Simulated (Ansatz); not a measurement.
AgO2, fluorite type; equations of state without spin from Ansatz PAW hard set, 700 eV.

PBE (k-mesh 18³, smearing 0.061 eV) gives V₀ = 11.464 Å³/atom and B₀ = 144 GPa.

Task: What does r²SCAN give (700 eV, k-mesh 11³, smearing 0.1 eV)?

Result: V₀ = 11.056 Å³/atom (-3.6 %) and B₀ = 168 GPa (+16 %).

This cubic structure is a model: it isn't the usual form of the substance at ambient conditions, and such phases are metastable or hypothetical. The k-mesh is modest, so these values aren't fully converged in k. Spin polarisation is left out, and a magnetic state may lie lower. Potentials made with PBE were used with another functional (at least in: Ansatz PAW hard set, 700 eV (r²SCAN)).
